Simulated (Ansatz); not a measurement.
# NO2: the cost of one run

Program: Ansatz 0.2.0, Gaussian basis. Level of theory: cc-pVQZ, core rule «outside noble gas», up to 3 orbitals frozen. These are calculated values, not measurements.

The runs, in order: UHF; CCSD(T) on ROHF; CCSD(T) on UHF.

### Step 1. What is computed

The geometry is an MP2(full)/6-31G* stationary point (not a proven minimum).

3 atoms, charge 0, spin multiplicity 2.

Atoms are counted from 1 here; the program's logs count them from 0.

Bond lengths: N1–O2 1.216 Å, N1–O3 1.216 Å. Angles: O2–N1–O3 133.7°.

### Step 2. UHF

in.yaml reads:

```yaml
crystal:
  periodic: [false, false, false]
  atoms:
    - {symbol: N, position_ang: [0.000000, 0.000000, 0.332221]}
    - {symbol: O, position_ang: [0.000000, 1.118122, -0.145422]}
    - {symbol: O, position_ang: [0.000000, -1.118122, -0.145422]}
basis:
  gaussian: {orbitals: cc-pVQZ}
magnetization: {spin_polarized: true, initial_magnetization: 1}
hamiltonian: {xc: hf}
output: {orbitals: {seedname: orbitals}}
```

On the command line:

```
$ ansatz run in.yaml --threads 1 --pin off --events-out ev --progress --plain --max-ram 3956MiB --backend cpu
```

What time and memory should one allow on 1 thread of AMD EPYC 7R13, shared host?

About 11 s, with a peak of 0.32 GiB.
